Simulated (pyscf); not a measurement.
H₂N–SiH₃ + HCl → H₂N–SiH₂–Cl + H₂ (four-centre exchange; singlet surface; H–Si, Cl–H broken, Cl–Si, H–H formed). Structures and frequencies: ωB97X-D3(BJ)/def2-SVP in PySCF. Rate constants from transition-state theory, ωB97M-D3(BJ)/def2-TZVP energies (ideal gas, 1 atm, RRHO with modes under 100 cm⁻¹ raised to 100, one conformer, R ln 2 for chiral ones without a mode under 150 cm⁻¹; no tunnelling), k in cm³ molecule⁻¹ s⁻¹.

```
T (K)  1000/T  log10 k
-----  ------  -------
298     3.354   -33.25
600     1.667   -23.06
900     1.111        ?
1200    0.833   -17.72
```

Task: Fit an Arrhenius line to the three values, give the activation energy, and predict k at 900 K.

Result: Least squares gives log10 k = -12.69 − 6.14 × 1000/T, so Ea = 6.14 × ln 10 × 1.987 = 28.1 kcal/mol, against an electronic barrier of 26.0. At 900 K the line gives -19.51; the computed value is -19.56 (ΔG‡ = 57.3 kcal/mol), close to the line. This is the saddle that the search found; another between the same sides may lie lower.
